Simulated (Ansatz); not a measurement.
**The pair FH···CH₄S: a pair, distance and turn**

A grid of calculations on the pair FH···CH₄S, to see where the energy is lowest and how it rises around there.

Program: Ansatz 0.2.0. Level of theory: RKS B3LYP-D4/def2-TZVPD. These are calculated values, not measurements.

## (1) Starting geometry

8 atoms, charge 0, spin multiplicity 1.

Atoms are counted from 1 here; the program's logs count them from 0.

Bond lengths: F1–H2 0.961 Å, C3–S4 1.833 Å, C3–H5 1.104 Å, C3–H6 1.105 Å, C3–H7 1.104 Å, S4–H8 1.363 Å. Angles: S4–C3–H5 111.2°, S4–C3–H6 106.0°, S4–C3–H7 110.8°, H5–C3–H6 108.8°, H5–C3–H7 110.9°, H6–C3–H7 109.1°, C3–S4–H8 97.3°.

Coordinates:

```
atom    x (Å)    y (Å)    z (Å)
  F1   0.4084   0.0272  -2.6251
  H2   0.6538  -0.2338  -1.7337
  C3  -0.3654   0.4805   0.8639
  S4   0.9417  -0.6711   0.2948
  H5  -1.2157   0.4993   0.1597
  H6   0.1003   1.4819   0.8859
  H7  -0.7034   0.2175   1.8816
  H8   0.1805  -1.8016   0.2730
```

This geometry comes from a loose relaxation at PBE in a small basis, which is not shown.

## (2) The minimum at this level

Input file input.yaml:

```yaml
crystal:
  periodic: [false, false, false]
  atoms:
    - { symbol: F, position_ang: [0.408405, 0.027172, -2.625093] }
    - { symbol: H, position_ang: [0.653757, -0.233813, -1.733729] }
    - { symbol: C, position_ang: [-0.365362, 0.480477, 0.863928] }
    - { symbol: S, position_ang: [0.941659, -0.671086, 0.294789] }
    - { symbol: H, position_ang: [-1.215713, 0.499297, 0.159728] }
    - { symbol: H, position_ang: [0.100268, 1.481879, 0.885886] }
    - { symbol: H, position_ang: [-0.703375, 0.217535, 1.88157] }
    - { symbol: H, position_ang: [0.180461, -1.80156, 0.273022] }
basis:
  gaussian: { orbitals: def2-TZVPD }
hamiltonian:
  xc: { name: B3LYP }
  dispersion: d4
output:
  forces: true
relax:
  f_tol: 0.003
  max_steps: 120
```

Run with:

```
> ansatz run input.yaml --threads 1 --pin off --max-ram 2560MiB --backend cpu --events-out ev --progress --plain --runs-dir out
```

Output, cut to the lines that bear on the results:

```text
Warning: RAYON_NUM_THREADS=1 ignored (pool sized by the plan → 1); use --threads N
[...]
Functional definition: B3LYP
[...]
922 factors; their error is unknown
[...]
mean field -14673.88533721 eV, -539.2553398257 hartree, gradient 6.0e-5 eV, S^2 0.000000; 0 other end points of the search recorded, 0 dependent functions left out
[...]
reference -14673.88562852 eV, -539.2553505314 hartree; 18, 18 occupied and 150, 150 virtual orbitals, 922 factors
relax step   1: F+E_penalty+E_count = -14674.04181010 eV  Δ(F+E_penalty+E_count) = +0.000e0 eV  max|allowed force component| = 5.133e-1 eV/Å  Δτ_max = 0.0000 Å  (29 SCF iters, accepted)
[...]
relax step   7: F+E_penalty+E_count = -14674.06738362 eV  Δ(F+E_penalty+E_count) = -1.262e-5 eV  max|allowed force component| = 4.084e-3 eV/Å  Δτ_max = 0.0012 Å  (34 SCF iters, accepted)
[...]
relax step   8: F+E_penalty+E_count = -14674.06738509 eV  Δ(F+E_penalty+E_count) = -1.461e-6 eV  max|allowed force component| = 2.316e-3 eV/Å  Δτ_max = 0.0012 Å  (34 SCF iters, accepted)
922 factors; their error is unknown
mean field -14673.91241196 eV, -539.2563348045 hartree, gradient 1.9e-5 eV, S^2 0.000000; 1 other end points of the search recorded, 0 dependent functions left out
[...]
reference -14673.91270353 eV, -539.2563455195 hartree; 18, 18 occupied and 150, 150 virtual orbitals, 922 factors
Total energy: -14674.06767666 eV, -539.2620406768 hartree
Atom 0 at     0.417842     0.029202    -2.666475 Å, force    -0.000191     0.000745    -0.001335 eV/Å
Atom 1 at     0.662698    -0.232785    -1.790328 Å, force     0.000203    -0.001161     0.001447 eV/Å
Atom 2 at    -0.369760     0.481249     0.877781 Å, force     0.001028    -0.002316    -0.000813 eV/Å
Atom 3 at     0.928030    -0.672353     0.314576 Å, force    -0.000252     0.000677     0.000007 eV/Å
Atom 4 at    -1.204503     0.497052     0.181814 Å, force     0.000118     0.000955     0.001039 eV/Å
Atom 5 at     0.092514     1.466058     0.901934 Å, force    -0.000838    -0.000252     0.000349 eV/Å
Atom 6 at    -0.705464     0.219315     1.878088 Å, force    -0.000211     0.001078    -0.000583 eV/Å
Atom 7 at     0.178742    -1.787837     0.302711 Å, force     0.000142     0.000274    -0.000111 eV/Å
Dipole moment:    -0.214289    -0.053159     0.688804 e Å
```

Wall time 35 s (1 thread of Intel Xeon 6975P-C (Granite Rapids), shared host); peak memory 0.32 GiB.

The steps of the relaxation:

```csv
step,energy from step 1 (eV),largest force component (eV/Å)
1,0.0000,0.5133
2,-0.0221,0.3006
3,-0.0223,0.1665
4,-0.0251,0.1878
5,-0.0253,0.1212
6,-0.0256,0.0172
7,-0.0256,0.0041
8,-0.0256,0.0023
```

Distances of close pairs at the start and the end, largest changes first:

```csv
bond,before (Å),after (Å),change (Å)
S4–H8,1.363,1.344,-0.019
C3–H5,1.104,1.087,-0.017
C3–H7,1.104,1.087,-0.017
C3–H6,1.105,1.088,-0.016
F1–H2,0.961,0.947,-0.014
C3–S4,1.833,1.825,-0.007
```

## (3) The part CH4S alone, at the geometry typed

Input file input.yaml:

```yaml
crystal:
  periodic: [false, false, false]
  atoms:
    - { symbol: C, position_ang: [-0.36976, 0.481249, 0.877781] }
    - { symbol: S, position_ang: [0.92803, -0.672353, 0.314576] }
    - { symbol: H, position_ang: [-1.204503, 0.497052, 0.181814] }
    - { symbol: H, position_ang: [0.092514, 1.466058, 0.901934] }
    - { symbol: H, position_ang: [-0.705464, 0.219315, 1.878088] }
    - { symbol: H, position_ang: [0.178742, -1.787837, 0.302711] }
basis:
  gaussian: { orbitals: def2-TZVPD }
hamiltonian:
  xc: { name: B3LYP }
  dispersion: d4
output:
  forces: true
```

Run with:

```
> ansatz run input.yaml --threads 1 --pin off --max-ram 2560MiB --backend cpu --events-out ev --progress --plain --runs-dir out
```

Output, cut to the lines that bear on the results:

```text
Warning: RAYON_NUM_THREADS=1 ignored (pool sized by the plan → 1); use --threads N
[...]
[... 1 set-up line as earlier in the session ...]
[...]
674 factors; their error is unknown
[...]
mean field -11939.04758099 eV, -438.7519060244 hartree, gradient 2.8e-5 eV, S^2 0.000000; 0 other end points of the search recorded, 0 dependent functions left out
[...]
reference -11939.04782859 eV, -438.7519151235 hartree; 13, 13 occupied and 106, 106 virtual orbitals, 674 factors
Total energy: -11939.15900263 eV, -438.7560006940 hartree
Atom 0 at    -0.369760     0.481249     0.877781 Å, force     0.070450    -0.109495    -0.009203 eV/Å
Atom 1 at     0.928030    -0.672353     0.314576 Å, force     0.031460    -0.000563    -0.033395 eV/Å
Atom 2 at    -1.204503     0.497052     0.181814 Å, force    -0.032986     0.024248     0.008754 eV/Å
Atom 3 at     0.092514     1.466058     0.901934 Å, force    -0.009207     0.013021     0.008834 eV/Å
Atom 4 at    -0.705464     0.219315     1.878088 Å, force    -0.051926     0.044758     0.010858 eV/Å
Atom 5 at     0.178742    -1.787837     0.302711 Å, force    -0.007791     0.028031     0.014151 eV/Å
Dipole moment:    -0.298361     0.078229     0.094071 e Å
```

It took 1.7 s on 1 thread of Intel Xeon 6975P-C (Granite Rapids), shared host; peak memory 0.19 GiB.

## (4) The part HF alone, at the geometry typed

Input file input.yaml:

```yaml
crystal:
  periodic: [false, false, false]
  atoms:
    - { symbol: F, position_ang: [0.417842, 0.029202, -2.666475] }
    - { symbol: H, position_ang: [0.662698, -0.232785, -1.790328] }
basis:
  gaussian: { orbitals: def2-TZVPD }
hamiltonian:
  xc: { name: B3LYP }
  dispersion: d4
output:
  forces: true
```

Run with:

```
> ansatz run input.yaml --threads 1 --pin off --max-ram 2560MiB --backend cpu --events-out ev --progress --plain --runs-dir out
```

Output, cut to the lines that bear on the results:

```text
Warning: RAYON_NUM_THREADS=1 ignored (pool sized by the plan → 1); use --threads N
[...]
[... 1 set-up line as earlier in the session ...]
[...]
248 factors; their error is unknown
[...]
mean field -2734.56042585 eV, -100.4932420982 hartree, gradient 6.2e-5 eV, S^2 0.000000; 0 other end points of the search recorded, 0 dependent functions left out
[...]
reference -2734.56060223 eV, -100.4932485804 hartree; 5, 5 occupied and 44, 44 virtual orbitals, 248 factors
Total energy: -2734.56360913 eV, -100.4933590818 hartree
Atom 0 at     0.417842     0.029202    -2.666475 Å, force     0.296456    -0.317197     1.060784 eV/Å
Atom 1 at     0.662698    -0.232785    -1.790328 Å, force    -0.296456     0.317197    -1.060784 eV/Å
Dipole moment:     0.099292    -0.106238     0.355287 e Å
```

It took 0.36 s on 1 thread of Intel Xeon 6975P-C (Granite Rapids), shared host; peak memory 0.086 GiB.

## (5) Setting up the map

The axes are (1) distance S4···H2: 11 values from 1.820 to 3.220 Å; (2) turn of F1, H2 about its own atom H2: 10 values from −180 to 144 °, periodic.

Nothing else is relaxed (both partners rigid). Energies count from the two partners far apart, frozen as in the relaxed pair, each in its own basis (no counterpoise correction). Points are written as (first, second).

Below, 3 of the grid's runs; all are launched alike.

## (6) The run at (3.028 Å, 144°)

Input file input.yaml:

```yaml
crystal:
  periodic: [false, false, false]
  atoms:
    - { symbol: F, position_ang: [1.08661, -0.667438, -2.132622] }
    - { symbol: H, position_ang: [0.557211, -0.058026, -2.627172] }
    - { symbol: C, position_ang: [-0.36976, 0.481249, 0.877781] }
    - { symbol: S, position_ang: [0.92803, -0.672353, 0.314576] }
    - { symbol: H, position_ang: [-1.204503, 0.497052, 0.181814] }
    - { symbol: H, position_ang: [0.092514, 1.466058, 0.901934] }
    - { symbol: H, position_ang: [-0.705464, 0.219315, 1.878088] }
    - { symbol: H, position_ang: [0.178742, -1.787837, 0.302711] }
basis:
  gaussian: { orbitals: def2-TZVPD }
hamiltonian:
  xc: { name: B3LYP }
  dispersion: d4
output:
  forces: true
```

Run with:

```
> ansatz run input.yaml --threads 1 --pin off --max-ram 2560MiB --backend cpu --events-out ev --progress --plain --runs-dir out
```

Output, cut to the lines that bear on the results:

```text
Warning: RAYON_NUM_THREADS=1 ignored (pool sized by the plan → 1); use --threads N
[...]
[... 1 set-up line as earlier in the session ...]
[...]
922 factors; their error is unknown
[...]
mean field -14672.90148314 eV, -539.2191838557 hartree, gradient 1.9e-5 eV, S^2 0.000000; 0 other end points of the search recorded, 0 dependent functions left out
[...]
reference -14672.90177996 eV, -539.2191947637 hartree; 18, 18 occupied and 150, 150 virtual orbitals, 922 factors
Total energy: -14673.06046938 eV, -539.2250264922 hartree
Atom 0 at     1.086610    -0.667438    -2.132622 Å, force    -0.476995     0.651945    -2.444912 eV/Å
Atom 1 at     0.557211    -0.058026    -2.627172 Å, force     0.611034    -0.688213     0.435346 eV/Å
Atom 2 at    -0.369760     0.481249     0.877781 Å, force     0.140449    -0.211257     0.121520 eV/Å
Atom 3 at     0.928030    -0.672353     0.314576 Å, force    -0.050188     0.023103     1.874921 eV/Å
Atom 4 at    -1.204503     0.497052     0.181814 Å, force    -0.081763     0.033319     0.005193 eV/Å
Atom 5 at     0.092514     1.466058     0.901934 Å, force    -0.008570     0.024121     0.019445 eV/Å
Atom 6 at    -0.705464     0.219315     1.878088 Å, force    -0.123218     0.105402     0.013865 eV/Å
Atom 7 at     0.178742    -1.787837     0.302711 Å, force    -0.010749     0.061579    -0.025378 eV/Å
Dipole moment:    -0.456991     0.290616    -0.207933 e Å
```

It took 3.6 s on 1 thread of Intel Xeon 6975P-C (Granite Rapids), shared host; peak memory 0.31 GiB.

On the map this point reads 15 kcal/mol.

## (7) The run at (2.208 Å, 0°)

input.yaml: that of step 6 with these lines changed.

```diff
@@ -3,4 +3,4 @@
   atoms:
-    - { symbol: F, position_ang: [1.08661, -0.667438, -2.132622] }
-    - { symbol: H, position_ang: [0.557211, -0.058026, -2.627172] }
+    - { symbol: F, position_ang: [0.412775, 0.037597, -2.706677] }
+    - { symbol: H, position_ang: [0.657631, -0.224389, -1.830529] }
     - { symbol: C, position_ang: [-0.36976, 0.481249, 0.877781] }
```

Run with:

```
> ansatz run input.yaml --threads 1 --pin off --max-ram 2560MiB --backend cpu --events-out ev --progress --plain --runs-dir out
```

Output, cut to the lines that bear on the results:

```text
Warning: RAYON_NUM_THREADS=1 ignored (pool sized by the plan → 1); use --threads N
[...]
[... 1 set-up line as earlier in the session ...]
[...]
922 factors; their error is unknown
[...]
mean field -14673.91227886 eV, -539.2563299133 hartree, gradient 5.5e-5 eV, S^2 0.000000; 0 other end points of the search recorded, 0 dependent functions left out
[...]
reference -14673.91257163 eV, -539.2563406722 hartree; 18, 18 occupied and 150, 150 virtual orbitals, 922 factors
Total energy: -14674.06647246 eV, -539.2619964235 hartree
Atom 0 at     0.412775     0.037597    -2.706677 Å, force     0.023288    -0.026122     0.093757 eV/Å
Atom 1 at     0.657631    -0.224389    -1.830529 Å, force    -0.014385     0.012773    -0.039740 eV/Å
Atom 2 at    -0.369760     0.481249     0.877781 Å, force     0.002092    -0.004913    -0.002020 eV/Å
Atom 3 at     0.928030    -0.672353     0.314576 Å, force    -0.005250     0.011989    -0.055547 eV/Å
Atom 4 at    -1.204503     0.497052     0.181814 Å, force    -0.001810     0.002440     0.003361 eV/Å
Atom 5 at     0.092514     1.466058     0.901934 Å, force    -0.001390     0.000237     0.000833 eV/Å
Atom 6 at    -0.705464     0.219315     1.878088 Å, force    -0.002044     0.002413    -0.000265 eV/Å
Atom 7 at     0.178742    -1.787837     0.302711 Å, force    -0.000502     0.001183    -0.000379 eV/Å
Dipole moment:    -0.213911    -0.052379     0.683129 e Å
```

Wall time 3.6 s (1 thread of Intel Xeon 6975P-C (Granite Rapids), shared host); peak memory 0.31 GiB.

On the map this point reads −8 kcal/mol.

## (8) Point (1.967 Å, −108°)

input.yaml: that of step 7 with these lines changed.

```diff
@@ -3,4 +3,4 @@
   atoms:
-    - { symbol: F, position_ang: [0.412775, 0.037597, -2.706677] }
-    - { symbol: H, position_ang: [0.657631, -0.224389, -1.830529] }
+    - { symbol: F, position_ang: [0.117599, 0.176674, -0.988626] }
+    - { symbol: H, position_ang: [0.687144, -0.273284, -1.596394] }
     - { symbol: C, position_ang: [-0.36976, 0.481249, 0.877781] }
```

Run with:

```
> ansatz run input.yaml --threads 1 --pin off --max-ram 2560MiB --backend cpu --events-out ev --progress --plain --runs-dir out
```

Output, cut to the lines that bear on the results:

```text
Warning: RAYON_NUM_THREADS=1 ignored (pool sized by the plan → 1); use --threads N
[...]
[... 1 set-up line as earlier in the session ...]
[...]
922 factors; their error is unknown
[...]
mean field -14667.86254626 eV, -539.0340063408 hartree, gradient 1.7e-5 eV, S^2 0.000000; 0 other end points of the search recorded, 0 dependent functions left out
[...]
reference -14667.86282199 eV, -539.0340164738 hartree; 18, 18 occupied and 150, 150 virtual orbitals, 922 factors
Total energy: -14668.04778496 eV, -539.0408137373 hartree
Atom 0 at     0.117599     0.176674    -0.988626 Å, force    -3.470275     4.680067   -11.929221 eV/Å
Atom 1 at     0.687144    -0.273284    -1.596394 Å, force     0.241716     0.005247    -0.979598 eV/Å
Atom 2 at    -0.369760     0.481249     0.877781 Å, force    -1.026371     0.262927     2.987945 eV/Å
Atom 3 at     0.928030    -0.672353     0.314576 Å, force     4.381178    -5.230065     8.649362 eV/Å
Atom 4 at    -1.204503     0.497052     0.181814 Å, force    -0.337389     0.133231     0.921523 eV/Å
Atom 5 at     0.092514     1.466058     0.901934 Å, force    -0.045247     0.024453     0.075816 eV/Å
Atom 6 at    -0.705464     0.219315     1.878088 Å, force     0.100754     0.086023     0.153468 eV/Å
Atom 7 at     0.178742    -1.787837     0.302711 Å, force     0.155634     0.038116     0.120705 eV/Å
Dipole moment:    -0.267577     0.107615    -0.285863 e Å
```

Wall time 5.5 s (1 thread of Intel Xeon 6975P-C (Granite Rapids), shared host); peak memory 0.32 GiB.

On the map this point reads 131 kcal/mol.

## (9) Energy over the grid

104 points were computed, and 6 have no value (skipped by design, atoms too close, or no result). Energies in kcal/mol, from the two partners far apart, frozen as in the relaxed pair, each in its own basis (no counterpoise correction):

```csv
"turn of F1, H2 about its own atom H2 (°) ↓, distance S4···H2 (Å) →",1.820,1.876,1.967,2.079,2.208,2.350,2.505,2.670,2.844,3.028,3.220
144,276,248,210,172,135,98,67,43,26,15,9
108,72,63,50,37,26,17,10,6,3,2,1
72,14,11,7,3,1,−1,−2,−2,−2,−2,−1
36,−1,−3,−4,−6,−6,−6,−6,−5,−4,−3,−3
0,−4,−6,−7,−8,−8,−8,−7,−6,−5,−4,−3
−36,2,0,−3,−5,−6,−6,−6,−5,−5,−4,−3
−72,38,31,22,13,7,3,0,−2,−2,−2,−2
−108,184,162,131,98,69,46,28,16,9,4,2
−144,–,–,402,299,225,168,119,78,47,27,15
−180,–,–,–,–,309,224,159,106,65,38,21
```

On the same grid, dipole moment (D):

```
turn of F1, H2 about its own atom H2 (°) ↓, distance S4···H2 (Å) →  1.820  1.876  1.967  2.079  2.208  2.350  2.505  2.670  2.844  3.028  3.220
                                                               144   1.11   1.10   1.09   1.30   1.85   2.37   2.65   2.74   2.77   2.79   2.80
                                                               108   1.92   2.04   2.22   2.39   2.55   2.67   2.77   2.85   2.92   2.97   3.01
                                                                72   3.38   3.39   3.40   3.40   3.40   3.39   3.37   3.35   3.34   3.32   3.30
                                                                36   3.97   3.94   3.90   3.84   3.77   3.69   3.61   3.52   3.44   3.37   3.30
                                                                 0   3.68   3.65   3.60   3.53   3.45   3.36   3.26   3.16   3.06   2.96   2.87
                                                               −36   2.58   2.57   2.54   2.50   2.45   2.38   2.31   2.24   2.16   2.09   2.02
                                                               −72   0.83   0.84   0.87   0.89   0.92   0.93   0.94   0.94   0.94   0.93   0.93
                                                              −108   1.89   1.93   1.95   1.90   1.77   1.60   1.44   1.30   1.20   1.12   1.07
                                                              −144      –      –   3.32   3.01   2.55   2.10   2.08   2.29   2.32   2.24   2.12
                                                              −180      –      –      –      –   3.23   2.48   1.86   2.08   2.41   2.55   2.57
```

The largest force on an atom (eV/Å) at each point:

| turn of F1, H2 about its own atom H2 (°) ↓, distance S4···H2 (Å) → | 1.820 | 1.876 | 1.967 | 2.079 | 2.208 | 2.350 | 2.505 | 2.670 | 2.844 | 3.028 | 3.220 |
| --- | --- | --- | --- | --- | --- | --- | --- | --- | --- | --- | --- |
| 144 | 27.4 | 22.6 | 17.7 | 14.7 | 12.8 | 10.6 | 8.0 | 5.6 | 3.8 | 2.6 | 1.9 |
| 108 | 8.9 | 7.9 | 6.4 | 4.9 | 3.6 | 2.5 | 1.8 | 1.4 | 1.2 | 1.2 | 1.2 |
| 72 | 2.9 | 2.4 | 1.8 | 1.2 | 0.9 | 1.0 | 1.0 | 1.0 | 1.1 | 1.1 | 1.1 |
| 36 | 1.6 | 1.2 | 0.8 | 0.5 | 0.5 | 0.5 | 0.6 | 0.8 | 0.9 | 1.0 | 1.0 |
| 0 | 1.4 | 1.1 | 0.7 | 0.3 | 0.1 | 0.4 | 0.6 | 0.8 | 0.9 | 1.0 | 1.0 |
| −36 | 2.1 | 1.7 | 1.1 | 0.7 | 0.5 | 0.6 | 0.6 | 0.8 | 0.9 | 1.0 | 1.0 |
| −72 | 5.7 | 4.9 | 3.8 | 2.8 | 1.9 | 1.3 | 1.0 | 1.0 | 1.1 | 1.1 | 1.1 |
| −108 | 15.7 | 14.8 | 13.3 | 11.2 | 8.7 | 6.4 | 4.4 | 3.0 | 2.1 | 1.5 | 1.3 |
| −144 | – | – | 49.7 | 30.5 | 19.9 | 15.4 | 12.5 | 9.3 | 6.1 | 4.0 | 2.7 |
| −180 | – | – | – | – | 34.2 | 21.7 | 16.5 | 12.4 | 8.3 | 5.0 | 3.2 |

## (10) Summary of results

| quantity | value |
| --- | --- |
| lowest point | (2.208 Å, 0°), −8 kcal/mol |
| highest computed point (blank points may lie higher) | (1.967 Å, −144°), 410 kcal/mol above the lowest |
| dipole moment (D) | 0.83 at (1.820 Å, −72°) to 3.97 at (1.820 Å, 36°); 3.45 at the lowest point |
| largest force on an atom (eV/Å) | 0.1 at (2.208 Å, 0°) to 49.7 at (1.967 Å, −144°); 0.1 at the lowest point |
| time for the whole task | 8.5 min on 1 thread, shared host |

In words: The lowest computed point is at (2.208 Å, 0°), −8 kcal/mol from the two partners far apart, frozen as in the relaxed pair, each in its own basis (no counterpoise correction). The grid is coarse, so the lowest point of the scanned range may lie between grid points; coordinates that were held can hide deeper minima. The grid shows no other well, apart from its symmetry copies. The highest computed point, (1.967 Å, −144°), lies 410 kcal/mol above the lowest. Round the minimum the two coordinates are nearly uncoupled. No counterpoise correction was made, so wells between separate parts tend to come out somewhat too deep.
